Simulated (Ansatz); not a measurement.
Ir, fcc: geometry optimisation

The calculation used Ansatz, DFT, PBE, plane waves (420 eV) with PAW, scalar-relativistic.

k-point mesh 14×14×14, Fermi-Dirac smearing 0.05 eV, starting moments 1.00 μB. Cell and atoms relax.

Starting structure:

```cif
data_structure
_symmetry_space_group_name_H-M 'P 1'
_symmetry_Int_Tables_number 1
_cell_length_a 2.7149
_cell_length_b 2.7149
_cell_length_c 2.7149
_cell_angle_alpha 60.000
_cell_angle_beta 60.000
_cell_angle_gamma 60.000
_cell_volume 14.15
loop_
_atom_site_label
_atom_site_type_symbol
_atom_site_fract_x
_atom_site_fract_y
_atom_site_fract_z
_atom_site_occupancy
Ir1 Ir 0.00000 0.00000 0.00000 1
```

**Question.** What cell does the relaxation end in?

**Answer.** Fm-3m with a = 3.871 Å; 14.51 Å³ per atom against 14.15 at the start (2.5 %).

**Question.** How much energy does the relaxation gain?

**Answer.** 10.0 meV per atom.

**Question.** Which magnetic state does it end in?

**Answer.** non-magnetic.
